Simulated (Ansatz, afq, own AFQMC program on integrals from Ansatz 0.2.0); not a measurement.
Where AFQMC and coupled cluster stand for CH⁺, singlet

```json
{"atom": "C", "x (Å)": "0.0000", "y (Å)": "0.0000", "z (Å)": "0.0000"}
{"atom": "H", "x (Å)": "0.0000", "y (Å)": "0.0000", "z (Å)": "1.4160"}
```

Basis cc-pVTZ. Noble-gas cores (and the filled d shells of Ga–Kr and In–Xe) are frozen. Ansatz 0.2.0 and our own AFQMC program on the same integrals; the CISD trial comes from CCSD amplitudes, and released means the phaseless constraint is let go. ± is one standard error of the sampling.

Determinant: RHF, the one that the program's search chose, which needn't be the lowest solution. The geometry is a point of a scan.

Full CI on the same integrals is exact in this basis and with this determinant's frozen core.

Cautions: restricted determinant unstable towards unrestricted (UHF 264 meV lower, ⟨S²⟩ 0.54).

```
T1 diagnostic                               : 0.0141
weight of the determinant in the CISD state : 0.913
size of the correlated space                : 4 electrons in 43 orbitals
```

Reference: full CI, correlation energy -3.382 eV. The released energy is read at 2.40 1/Eh (meV from the phaseless value at times in 1/Eh: -3.6 ± 1.6 at 0.24, -6.9 ± 1.9 at 0.51, -10.8 ± 2.4 at 0.99, -11.5 ± 2.2 at 1.62, -10 ± 3 at 2.40).

| level | E − E(reference) (kJ/mol) | share of correlation (%) |
| --- | --- | --- |
| HF | 326.3 | 0.00 |
| MP2 | 92.6 | 71.63 |
| CCSD | 8.4 | 97.42 |
| CCSD(T) | 1.7 | 99.49 |
| CCSDT | 0.5 | 99.86 |
| CCSDT(Q) | 0.1 | 99.96 |
| ph-AFQMC/HF | -5.1 ± 1.5 | 101.57 |
| ph-AFQMC/CISD | 1.1 ± 0.2 | 99.65 |
| released AFQMC | 0.1 ± 0.2 | 99.96 |

CCSDT and higher add their correlation energy to the determinant of the CCSD(T) run, since their own runs factorise the integrals more tightly (a shift of under 2 meV). A walk keeps the symmetry of its determinant, which the program's search chose and which needn't be the lowest solution, so a lower state of the same spin and another symmetry isn't excluded. Released energies are given only where the last usable release times agree within the noise; a slower fall can still hide under it.
